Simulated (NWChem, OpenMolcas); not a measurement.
## Si2H6 (disilane): a line through the functionals

Si2H6: 8 atoms, total charge 0, spin state singlet. SMILES: `[SiH3][SiH3]`. The coordinates come from a PBE0-D4/def2-TZVP relaxation.

The vertical energy of the triplet above the singlet y, in eV, basis aug-cc-pVDZ; a is the functional's share of exact exchange. Programs: NWChem 7.3.0, OpenMolcas 26.06.

| functional | program | a | y (eV) |
| --- | --- | --- | --- |
| PBE | OpenMolcas | 0 | 6.34 |
| r2SCAN | NWChem | 0 | 6.41 |
| B3LYP | NWChem | 0.2 | ? |
| PBE0 | OpenMolcas | 0.25 | 6.51 |
| BHLYP | OpenMolcas | 0.5 | 6.80 |

Fit y = c + s·a to the known rows and predict B3LYP.


1. Means of the 4 rows: a = 0.1875, y = 6.515.
2. Σ(Δa)² = 0.17188, Σ(Δa·Δy) = 0.14125, so the slope is 0.14125/0.17188 = 0.82179.
3. Intercept: 6.515 − (0.82179) × 0.1875 = 6.361. The largest residual of the fit is 0.056.
4. B3LYP: 6.361 + (0.82179) × 0.2 = 6.53 eV.

The run gave 6.62 eV, so the prediction is off by -0.09 eV, about the scatter of the fit. The rows mix families of semi-local functionals, which the line can't see.
